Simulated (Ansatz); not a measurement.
## Ansatz (development build ahead of 0.2.0) run

```yaml
crystal:
  periodic: [false, false, false]
  atoms:
    - { symbol: "N", position_ang: [1.10825, 0.13155, -0.03328] }
    - { symbol: C, position_ang: [0.20805, 0.7947, -0.81039] }
    - { symbol: C, position_ang: [-1.03952, 0.3552, -0.48378] }
    - { symbol: C, position_ang: [-0.88304, -0.62206, 0.54513] }
    - { symbol: C, position_ang: [0.45224, -0.72968, 0.79268] }
    - { symbol: H, position_ang: [2.09526, 0.26511, -0.05627] }
    - { symbol: H, position_ang: [0.52423, 1.5255, -1.53744] }
    - { symbol: H, position_ang: [-1.9642, 0.68977, -0.92611] }
    - { symbol: H, position_ang: [-1.6662, -1.17512, 1.03957] }
    - { symbol: H, position_ang: [0.98537, -1.35385, 1.49144] }
basis:
  gaussian: { orbitals: def2-SVP }
magnetization:
  spin_polarized: true
  initial_magnetization: 2
hamiltonian:
  xc: hf
correlation:
  method: mp2
  frozen_orbitals: { C: 1, H: 0, "N": 1 }
output:
  forces: true
```

The input is written out in the form of the current development build from the run's settings.

The run gave:

```
Converged                       : yes
Reference energy                : -208.52209 hartree
Correlation energy              : -0.62569 hartree
Total energy                    : -209.14779 hartree
Spin squared of the determinant : 2.222
Stability test                  : minimum
```

Forces (eV/Å):
```
atom      Fx      Fy      Fz
  N1   3.421   0.408  -0.136
  C2   4.930   3.682  -3.269
  C3  -6.118  -4.366   3.884
  C4  -2.583   1.892  -2.220
  C5   0.381  -1.447   1.560
  H6   0.432   0.071  -0.003
  H7   0.033   0.113  -0.126
  H8  -0.317  -0.006  -0.021
  H9  -0.271  -0.132   0.102
 H10   0.093  -0.214   0.227
```

Caution: another spin multiplicity may lie lower; the unrestricted determinant is spin contaminated; the determinant breaks the point group.
